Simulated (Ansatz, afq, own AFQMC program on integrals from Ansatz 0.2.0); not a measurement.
## Where AFQMC and coupled cluster stand for MgHSe, doublet

```xyz
3

Se    0.0000    0.0000    2.3369
Mg    0.0000    0.0000   -0.3211
H     0.0000    0.0000   -2.0157
```

Connectivity, by distances: Se–MgH.

Basis cc-pVDZ. Noble-gas cores (and the filled d shells of Ga–Kr and In–Xe) are frozen. AFQMC by an in-house program on the Cholesky factors that Ansatz 0.2.0 writes for its CCSD(T) run. The CISD trial takes its coefficients from CCSD amplitudes. Released means that phaseless walkers are propagated on without the constraint, phases kept. Free projection: walkers drawn from exp(T), propagated without any constraint. Its projection time is finite, and what remains of the start isn't in its error. Uncertainties: one standard error, sampling alone. No spin–orbit coupling.

Determinant: UHF, the one that the program's search chose, which needn't be the lowest solution. The geometry is a point of a scan.

No full CI on the walks' own integrals is used here; CCSDT(Q) serves as the reference and is uncertain by about the last step of the cluster series.

Cautions: no relativity below Rb; no spin-orbit coupling; inner d shell frozen.

```
T1 diagnostic                               : 0.0137
weight of the determinant in the CISD state : 0.909
⟨S²⟩ of the determinant                     : 0.758
size of the correlated space                : 9 electrons in 31 orbitals
```

```json
{"level": "MP2", "correlation energy (eV)": "-3.3135"}
{"level": "CCSD", "correlation energy (eV)": "-3.9698"}
{"level": "CCSD(T)", "correlation energy (eV)": "-4.0458"}
```

Question: Estimate where phaseless AFQMC with the Hartree–Fock trial lies against CCSD(T) on the same integrals.

Answer: 1.3 ± 3.7 kJ/mol below CCSD(T). The gap is under twice the noise, so this walk alone can't tell the two apart.

Reference: CCSDT(Q), correlation energy -4.069 eV. The released energy is read at 2.40 1/Eh (meV from the phaseless value at times in 1/Eh: -9 ± 7 at 0.24, -19 ± 6 at 0.51, -8 ± 5 at 0.99, -3 ± 7 at 1.62, -6 ± 8 at 2.40).

```csv
level,E − E(reference) (kJ/mol),share of correlation (%)
CCSD(T),2.2,99.44
CCSDT,0.6,99.84
ph-AFQMC/HF,0.9 ± 3.7,99.76
ph-AFQMC/CISD,1.1 ± 0.7,99.72
released AFQMC,0.5 ± 0.8,99.86
free AFQMC,-0.2 ± 0.9,100.05
```

Free projections are given only where their last times agree within the noise and don't stop above the reference; a slow remainder of the start can still hide under it. A walk keeps the symmetry of its determinant, which the program's search chose and which needn't be the lowest solution, so a lower state of the same spin and another symmetry isn't excluded. Released energies are given only where the last usable release times agree within the noise; a slower fall can still hide under it.
